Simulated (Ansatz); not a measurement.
# C3H7NOS, SMILES CC(S)C(N)=O: a ranking of conformers

With Ansatz 0.2.0, Python API.

Run as a notebook:

```python
import ansatz as az
from rdkit import Chem
from rdkit.Chem import AllChem
```

```python
rd = Chem.AddHs(Chem.MolFromSmiles("CC(S)C(N)=O"))
ids = list(AllChem.EmbedMultipleConfs(rd, numConfs=20, randomSeed=617, pruneRmsThresh=0.4))
field = [energy for _, energy in AllChem.MMFFOptimizeMoleculeConfs(rd)]
distinct = {round(e, 2): i for i, e in zip(ids, field)}
chosen = sorted(distinct.items())[:3]
found = []
for force_field, index in chosen:
    geometry = az.Crystal.molecule()
    for atom, xyz in zip(rd.GetAtoms(), rd.GetConformer(index).GetPositions()):
        geometry = geometry.atom(atom.GetSymbol(), xyz.round(5).tolist())
    setup = (
        geometry.calculation()
        .basis(gaussian="cc-pVDZ")
        .correlation("MP2")  # correlation on top of the mean field
    )
    found.append(setup.run().report["free_energy_ev"])
print("conformer   MMFF (kcal/mol)   this level (kJ/mol)")
for (force_field, index), e in zip(chosen, found):
    print(f"{index:9d} {force_field - chosen[0][0]:17.2f} {96.485332 * (e - min(found)):17.3f}")
```

    conformer   MMFF (kcal/mol)   this level (kJ/mol)
            1              0.00             2.700
            4              1.28             0.000
            5              2.47            13.038

The conformers keep their force-field geometries. The whole script took 9.8 s on 1 thread of Arm Neoverse V1, on a shared host, peak memory 0.37 GiB.
